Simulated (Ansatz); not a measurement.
Two structures of AlH₇O₂, singlet, reached by relaxing down either side of one saddle point (PBE0-D4/def2-TZVP). Energies are electronic, without zero-point energy. Program: Ansatz 0.2.0. Basis: def2-TZVPP and def2-QZVPP. Cores are frozen in the correlated methods. Extrapolation: Hartree–Fock as exp(−7.88 √X), correlation as X^−2.97. First:

```
10
angstrom
Al -1.2148 0.3580 -0.7191
H -0.9945 -1.1712 -0.1966
H -1.1186 0.5626 -2.3009
H -2.2696 1.1913 0.1331
H 1.0094 0.3586 0.3662
O 0.5373 1.0534 -0.1800
H 0.4298 -1.4272 0.7225
O 1.2747 -1.0717 1.0663
H 1.1023 1.3132 -0.9133
H 1.2441 -1.1670 2.0219
```

Second:

Al1  (-0.915, 0.646, -0.593)
H2  (-0.772, -1.497, -0.744)
H3  (-1.531, 0.485, -2.044)
H4  (-1.760, 0.733, 0.735)
H5  (1.297, -0.027, 0.860)
O6  (0.718, 1.186, -0.464)
H7  (-0.353, -1.432, -0.107)
O8  (1.132, -0.850, 1.350)
H9  (1.254, 1.337, -1.241)
H10  (0.930, -0.580, 2.249)
(Å)

(1) Which bonds change from the first to the second?

(2) Give the saddle point's structure and its height above each. (To be estimated.)

T1 diagnostic: at most 0.011.

Results:

(1) AlH₃ + H₂O + H₂O → AlH₃O ([OH][AlH2]) + H₂O + H₂; bonds formed: H2–H7, H5–O8; dative contacts that become bonds: Al1–O6; bonds broken: Al1–H2, H5–O6, H7–O8.

(2) By the calculation: 56.6 kJ/mol above the first and 73.0 kJ/mol above the second (CCSD(T) at an estimated basis limit (MP2 extrapolated from triple and quadruple zeta, plus CCSD(T) − MP2 in triple zeta)).
Al1  (-1.048, 0.434, -0.672)
H2  (-0.810, -1.190, -0.085)
H3  (-1.169, 0.366, -2.256)
H4  (-2.194, 1.022, 0.258)
H5  (1.125, 0.025, 0.507)
O6  (0.598, 1.044, -0.176)
H7  (0.097, -1.200, 0.446)
O8  (1.166, -0.991, 0.934)
H9  (1.155, 1.441, -0.847)
H10  (1.080, -0.952, 1.892)
(Å)

The step is the kind of ligand exchange by which a precursor binds to a hydroxyl group, or is hydrolysed, in atomic layer deposition of oxides.

Labels in which every atom is bracketed show which atoms are joined, not bond orders.

For scale, one of the runs: CCSD(T)/def2-TZVPP, 202 basis functions (an equivalent command: `ansatz run in.yaml --threads 2`). Hardware: 2 CPU threads, shared host. Wall time 36 s; peak host memory 2.7 GiB.
